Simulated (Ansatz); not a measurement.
## Atomization energy of C$_{3}$H$_{4}$, singlet, from cheap to dear

Geometry (MP2(full)/6-31G*, from the G2/97 set):

```xyz
7

C     0.0000    0.0000    0.0000
C     0.0000    0.0000    1.3112
C     0.0000    0.0000   -1.3112
H     0.0000    0.9268    1.8766
H     0.0000   -0.9268    1.8766
H     0.9268    0.0000   -1.8766
H    -0.9268    0.0000   -1.8766
```

Measured, as an electronic atomization energy: 703.3 kcal/mol (G2/97 heats of formation of molecule and atoms, with zero-point and thermal terms from B3LYP taken off; Curtiss et al., J. Chem. Phys. 106, 1063 (1997), Staroverov et al., J. Chem. Phys. 119, 12129 (2003)). The measured value holds scalar relativity and spin–orbit coupling, which all computed ones lack, and core correlation, which the wave-function levels lack. Atoms are taken at the same level; beside RHF, RMP2 and RCC rows they are unrestricted. The atoms' steps beyond CCSDT(Q) are taken from restricted open-shell runs, which share full CI's core. Ansatz 0.2.0; the 6-31G* set has Cartesian d functions; a miss is computed less measured; times are wall times on shared hosts and scatter by a factor of two or so.

| level | basis | miss (kcal/mol) | time of the run | hardware |
| --- | --- | --- | --- | --- |
| RHF | cc-pVDZ | -191.6 | 0.72 s | 1 CPU thread |
| RMP2 | cc-pVDZ | -42.9 | – | – |
| RCCSD(T) | cc-pVDZ | -52.4 | 0.84 s | 1 CPU thread |
| RCCSDT(Q) | cc-pVDZ | -51.8 | 2.9 s | H100 + 5 CPU threads |
| RCCSDTQ | cc-pVDZ | -51.8 | 4.5 min | H100 + 5 CPU threads |
| RHF | cc-pVTZ | -181.8 | – | – |
| RMP2 | cc-pVTZ | -8.1 | – | – |
| RCCSD(T) | cc-pVTZ | -18.0 | 1.7 s | H100 + 5 CPU threads |
| RCCSDT(Q) | cc-pVTZ | -17.8 | 31 s | H100 + 5 CPU threads |
| RHF | cc-pVQZ | -180.8 | – | – |
| RMP2 | cc-pVQZ | 2.0 | – | – |
| RCCSD(T) | cc-pVQZ | -8.4 | 2.6 s | H100 + 5 CPU threads |

HF's time is that of a plain UHF run. A dash: the level came out of a higher level's run.

A composite of the best parts (restricted reference, at this geometry, which isn't the minimum of the high levels):

| part | kcal/mol |
| --- | --- |
| Hartree–Fock limit (T, Q; exp(−5.46 √X)) | 522.82 |
| CCSD(T) correlation limit (T, Q; X⁻³) | 178.57 |
| CCSDT − CCSD(T) (TZ) | -0.62 |
| (Q) (TZ) | 0.83 |
| CCSDTQ − CCSDT(Q) (DZ) | -0.04 |
| sum | 701.6 |
| sum less measured | -1.7 |
